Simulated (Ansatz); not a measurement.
An Ansatz input:

```yaml
crystal:
  lattice:
    - [-1.5123953054, 1.5123953054, 1.5123953054]
    - [1.5123953054, -1.5123953054, 1.5123953054]
    - [1.5123953054, 1.5123953054, -1.5123953054]
  atoms:
    - { symbol: V, position: [0.0, 0.0, 0.0], spin: 1.0, spin_axis: [0, 0, 1] }
hamiltonian:
  xc: blyp
  pseudopotentials:
    kind: paw_fr
    azcp:
      V: "pseudopotentials/V.paw.azcp"
basis:
  ecutwfc: 420
  fft_grid_basis: typed
kpoints:
  mp_grid: { grid: [15, 15, 15], shift: [0, 0, 0] }
magnetization:
  noncollinear: true
  spin_orbit: true
scf:
  occupations: { method: fermi_dirac, width: 0.05 }
```

Output

```
Engine: ansatz 0.2.0, aarch64-unknown-linux-gnu
Pseudopotentials: kind: paw_fr
Pseudopotential: V, paw_fr, valence charge 13, recommended cutoff 420 eV (normal) 
Functional definition: BLYP
  parameter beta = 0.0042
  parameter a = 0.04918
  parameter b = 0.132
  parameter c = 0.2533
  parameter d = 0.349
  exchange = b88_x(beta = beta)
  correlation = lyp_c(a = a, b = b, c = c, d = d)
Crystal: 1 atoms, lattice volume = 13.837 Å³
Basis set: ecut = 420 eV, 249 PW (Γ), exchange–correlation on 36×36×36 points (8 copies of the dense FFT grid, shifted against one another)
Bands: 22, of which v1, the nominal top of the filled ones, is band 13 counted from 1 (12 counted from 0)
Symmetry: 8 space group operations + 8 with time reversal
Magnetic group: BNS 139.537 (UNI 1197), of the structure as read, at distance tolerance 2.4e-5 Å
k-points: 288 of 3375 (time reversal used)
Projection manifold: j_resolved (fully-relativistic pseudo-atomic orbitals)
Non-local potential: V, projectors of the file, l = 0: 3, l = 1: 4, l = 2: 6, l = 3: 2
PAW form: soft (Blöchl's): semilocal exchange-correlation on the pseudo side does not see the compensation charge
PAW frozen core: V, regenerated for the run's functional, and the local potential with it (the file was generated under x = pbe(κ = 0.804, μ = 0.2195149727645171), c = pbe(β = 0.06672455060314922))
PAW one-centre angular grid: V, 590 points (default); XC on its mesh's 2615 points in the sphere
Initial density: superposition of atomic densities (chi_scale 0.1, normalization cell)
Starting moments: Σ|m| = 1 μB on 1 of 1 site
Initial wavefunctions: pseudopotential atomic-orbital guess
Functional: x = b88, c = lyp
SCF iter   1: F=—  HF=-2919.071213 eV  |F-HF|=—  |Δ(HF+E_count)|=         —  Δρ=9.55e-2  dr2=5.17e-1  dr2_m=2.89e-1  ethr=3.10e-3  |M|=5.41e-1 ∫|m|=5.41e-1 μB  |m|>n=0.0e0 m-floor=0.0e0 τ_xc=0.0e0  β_m=0.30  ⟨swp⟩=6.0  Hψ=32101  notcnv=0  defer=53
SCF iter   2: F=—  HF=-2918.956085 eV  |F-HF|=—  |Δ(HF+E_count)|=   1.15e-1  Δρ=6.88e-2  dr2=1.83e-2  dr2_m=1.50e-1  ethr=3.10e-3  |M|=5.19e-1 ∫|m|=5.19e-1 μB  |m|>n=0.0e0 m-floor=0.0e0 τ_xc=7.9e-8  β_m=0.30  ⟨swp⟩=2.8  Hψ=13227  notcnv=0  defer=674
SCF iter   3: F=—  HF=-2918.977200 eV  |F-HF|=—  |Δ(HF+E_count)|=   2.11e-2  Δρ=5.48e-2  dr2=4.57e-3  dr2_m=9.51e-2  ethr=1.41e-4  |M|=4.73e-1 ∫|m|=4.73e-1 μB  |m|>n=0.0e0 m-floor=0.0e0 τ_xc=1.5e-7  β_m=0.30  ⟨swp⟩=2.3  Hψ=9334  notcnv=0  defer=676
...
iter 15 did not close the SCF: its close was put off for a magnetic moment that had not settled (scf_convergence_deferred on its scf_iter line)
SCF iter  15: F=-2919.029219 eV  HF=-2919.029219 eV  |F-HF|=1.25e-9  |Δ(HF+E_count)|=   5.69e-8  Δρ=4.60e-6  dr2=2.05e-11  dr2_m=6.73e-10  ethr=4.48e-11  |M|=2.30e-5 ∫|m|=2.32e-5 μB  |m|>n=0.0e0 m-floor=0.0e0 τ_xc=1.3e-12  β_m=0.92  ⟨swp⟩=1.0  Hψ=15759  notcnv=0
iter 16 did not close the SCF: its close was put off for a magnetic moment that had not settled (scf_convergence_deferred on its scf_iter line)
SCF iter  16: F=-2919.029219 eV  HF=-2919.029219 eV  |F-HF|=2.32e-11  |Δ(HF+E_count)|=   1.67e-9  Δρ=8.41e-7  dr2=1.00e-11  dr2_m=2.26e-11  ethr=1.00e-12  |M|=4.06e-6 ∫|m|=6.37e-6 μB  |m|>n=0.0e0 m-floor=0.0e0 τ_xc=1.3e-13  β_m=0.96  ⟨swp⟩=1.0  Hψ=16956  notcnv=0
SCF iter  17: F=-2919.029219 eV  HF=-2919.029219 eV  |F-HF|=9.09e-13  |Δ(HF+E_count)|=  4.05e-11  Δρ=2.17e-7  dr2=2.06e-13  dr2_m=1.50e-12  ethr=1.00e-12  |M|=1.93e-6 ∫|m|=1.97e-6 μB  |m|>n=0.0e0 m-floor=0.0e0 τ_xc=6.4e-15  ⟨swp⟩=1.0  Hψ=14432  notcnv=0
WARN: the starting moments were not kept: the SCF closed with an absolute magnetisation of 1.9e-6 μB, where they sum to 1 μB in size (1 site). That is at most 0.1 of that sum. Measured as dr2_m measures the in/out step, that magnetisation stands 2.8e-12 eV from none, at or under the dr2_threshold of 1.0e-7 eV: it is no larger than a step whose dr2_m would equal this threshold. The system may hold no moment; this SCF shows only that its start led to no more than that. To try another start: raise the starting moments (crystal.atoms[].spin, magnetization.per_species, magnetization.initial_magnetization, or on a non-collinear deck that types none of these the spinor_matrix: blocks that start its atoms; where the total moment is fixed, keep their sum and leave initial_magnetization as it is; typed ones take the place of any that the run laid by itself, positive ones on a crystal's lanthanoids without a Hubbard term where scf.initial_density.shell_occupations: [] is typed) or, if the notice of its spin-set hold's release reads "site moments contracting" or "site moments show no strong build", lengthen the hold (scf.mixing.spin_hold: { on: { confirm: 4 } }; for m-r²SCAN on two components see the key's manual first). Each may lead to a state that holds a moment. A second SCF, from the converged charge density, with the starting moments and any scf.initial_density.shell_occupations laid on it anew, would have followed, and was not run: the deck does not ask for one (magnetization.retry_lost_moments is false, the default). To let it run, set magnetization.retry_lost_moments: true and run the deck again, where that key's refused combinations let it; where memory then withholds it, that run's warning says so.
SCF 1 converged in 17 iterations: F = -2919.029219 eV  dr2 = 2.06e-13
SCF converged after 17 iterations
Stability not checked: this state was not tested for a lower state beside it, because this non-collinear magnet's GGA is evaluated by the locally collinear projection, under which the energy is not smooth in the magnetisation (locally_collinear_gga; see scf.lower_state_search)
Magnetization: |M| = 0.0000 μB,  M = (+0.0000, +0.0000, +0.0000) μB
Absolute magnetization: 0.0000 μB (∫|m|, with the PAW one-centre terms)
  site 0: m = (-0.0000, +0.0000, +0.0000) μB, |m| = 0.0000 μB  (R = 1.08 Å)
Free energy (F): -2919.029219 eV
Harris-Foulkes:  -2919.029219 eV  (|F-HF|=9.09e-13)
Internal energy: -2919.015352 eV  (E = F + TS)
E sigma→0 (E₀):  -2919.022285 eV
Entropy (-TS):   -0.013867 eV (-13.867 meV/atom)
Fermi energy:    16.502068 eV
--- Per-component energies (eV) ---
  E_band       = -144.382928
  E_kinetic    = 336.268048
  E_local      = -916.873974  (includes V_loc(G=0)·N_el)
  E_nonlocal   = -44.971277
  E_hartree    = 420.627556
  E_xc         = -128.288138
  E_vxc        = -162.294190  (∫ρ·V_xc dr)
  E_paw        = -1121.854021  (= ΣΔE_a)
  E_vpaw       = -197.766915  (= ΣTr[D̂ρ^β])
  E_aug_tail   = 0.000253  (compensation charges beyond the density's cutoff)
  E_ewald      = -1463.939429
  E_core_change = 0.015630  (= ΣΔE_core)
  E_smearing   = -0.013867  (= −TS)
  E_closure    = 0.000000  (closes the sum)
  Σ components = -2919.029219   (vs F -2919.029219, Δ=0.00e0)
```
